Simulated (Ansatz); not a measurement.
# Si₂H₆ (built from SMILES [SiH2].[SiH4]): single points off equilibrium

The atoms stand at a displaced guess of a reacting structure. How far do the functionals agree with CCSD(T) there?

The runs use Ansatz 0.2.0, Gaussian basis; single points in def2-TZVPP.

Cores are frozen in the correlated methods.

**1. Where the work starts**

8 atoms, charge 0, spin multiplicity 1.

Atoms are counted from 1 here; the program's logs count them from 0.

Bond lengths: Si1–H2 1.693 Å, Si1–H4 1.464 Å, Si1–H5 1.655 Å, H2–Si3 1.595 Å, Si3–H6 1.490 Å, Si3–H7 1.541 Å, Si3–H8 1.191 Å. Angles: H2–Si1–H4 95.3°, H2–Si1–H5 92.1°, H4–Si1–H5 105.9°, Si1–H2–Si3 126.7°, H2–Si3–H6 99.4°, H2–Si3–H7 108.0°, H2–Si3–H8 120.7°, H6–Si3–H7 96.5°, H6–Si3–H8 126.2°, H7–Si3–H8 102.5°.

Geometry (Å):

```
Si   -1.82570   -0.58120   -0.30520
H    -0.16550   -0.85060   -0.49950
Si    1.02020    0.00710    0.13440
H    -1.78930   -0.56770    1.15830
H    -1.68660    0.99950   -0.77550
H     2.18330   -0.71770   -0.45040
H     1.17760    1.29310   -0.69980
H     0.94020    0.42790    1.24540
```

**2. CCSD(T)/def2-TZVPP**

Contents of run/in.yaml:

```yaml
crystal:
  periodic: [false, false, false]
  atoms:
    - {symbol: Si, position_ang: [-1.825700, -0.581200, -0.305200]}
    - {symbol: H, position_ang: [-0.165500, -0.850600, -0.499500]}
    - {symbol: Si, position_ang: [1.020200, 0.007100, 0.134400]}
    - {symbol: H, position_ang: [-1.789300, -0.567700, 1.158300]}
    - {symbol: H, position_ang: [-1.686600, 0.999500, -0.775500]}
    - {symbol: H, position_ang: [2.183300, -0.717700, -0.450400]}
    - {symbol: H, position_ang: [1.177600, 1.293100, -0.699800]}
    - {symbol: H, position_ang: [0.940200, 0.427900, 1.245400]}
basis:
  gaussian: {orbitals: def2-TZVPP}
correlation: {method: ccsd_t}
output: {forces: true}
```

The command line of these runs was not kept.

**3. PBE0-D4/def2-TZVPP**

run/in.yaml: that of step 2 with these lines changed.

```diff
@@ -13,3 +13,3 @@
   gaussian: {orbitals: def2-TZVPP}
-correlation: {method: ccsd_t}
-output: {forces: true}
+hamiltonian: {xc: pbe0, dispersion: d4}
+output: {forces: true, orbitals: {seedname: orbitals}}
```

**4. wB97M-V/def2-TZVPP**

run/in.yaml: that of step 3 with these lines changed.

```diff
@@ -13,3 +13,3 @@
   gaussian: {orbitals: def2-TZVPP}
-hamiltonian: {xc: pbe0, dispersion: d4}
-output: {forces: true, orbitals: {seedname: orbitals}}
+hamiltonian: {xc: {name: wB97M-V}}
+output: {forces: true}
```

**5. r2SCAN-D4/def2-TZVPP**

run/in.yaml: that of step 4 with these lines changed.

```diff
@@ -13,3 +13,3 @@
   gaussian: {orbitals: def2-TZVPP}
-hamiltonian: {xc: {name: wB97M-V}}
+hamiltonian: {xc: r2scan, dispersion: d4}
 output: {forces: true}
```

**6. PBE-D4/def2-TZVPP**

run/in.yaml: that of step 5 with these lines changed.

```diff
@@ -13,3 +13,3 @@
   gaussian: {orbitals: def2-TZVPP}
-hamiltonian: {xc: r2scan, dispersion: d4}
+hamiltonian: {xc: pbe, dispersion: d4}
 output: {forces: true}
```

**7. LC-wPBE/def2-TZVPP**

run/in.yaml: that of step 6 with these lines changed.

```diff
@@ -13,3 +13,3 @@
   gaussian: {orbitals: def2-TZVPP}
-hamiltonian: {xc: pbe, dispersion: d4}
+hamiltonian: {xc: {name: LC-wPBE}}
 output: {forces: true}
```

**8. BHLYP-D4/def2-TZVPP**

run/in.yaml: that of step 7 with these lines changed.

```diff
@@ -13,3 +13,3 @@
   gaussian: {orbitals: def2-TZVPP}
-hamiltonian: {xc: {name: LC-wPBE}}
+hamiltonian: {xc: {name: BHLYP}, dispersion: d4}
 output: {forces: true}
```

(Steps that only read results are left out.)

**Question.** What will these runs give? Wanted: energy less free atoms, CCSD(T)/def2-TZVPP; RMS force component; RMS force error; HOMO and LUMO, PBE0-D4; T1 diagnostic.

As calculated:

| quantity | value |
| --- | --- |
| energy less free atoms, CCSD(T)/def2-TZVPP | -1840.1 kJ/mol |
| RMS force component | 3.129 to 3.207 eV/Å over the methods |
| RMS force error | PBE0-D4 0.105, wB97M-V 0.061, r2SCAN-D4 0.142, PBE-D4 0.206, LC-wPBE 0.062, BHLYP-D4 0.102 eV/Å |
| HOMO and LUMO, PBE0-D4 | -6.15 and -1.69 eV |
| T1 diagnostic | 0.017 |

In words: Against CCSD(T) the functionals' energies less atoms differ by -53.8 to +18.2 kJ/mol, PBE-D4 by -12.2 kJ/mol. The reference is not at the basis limit: in triple zeta CCSD(T) underbinds, which counts against methods that bind more; the gaps are no ranking. On forces the order runs from wB97M-V to PBE-D4. Frozen-core CCSD(T) forces in triple zeta carry basis errors of their own, and this is one geometry, so small gaps rank nothing.
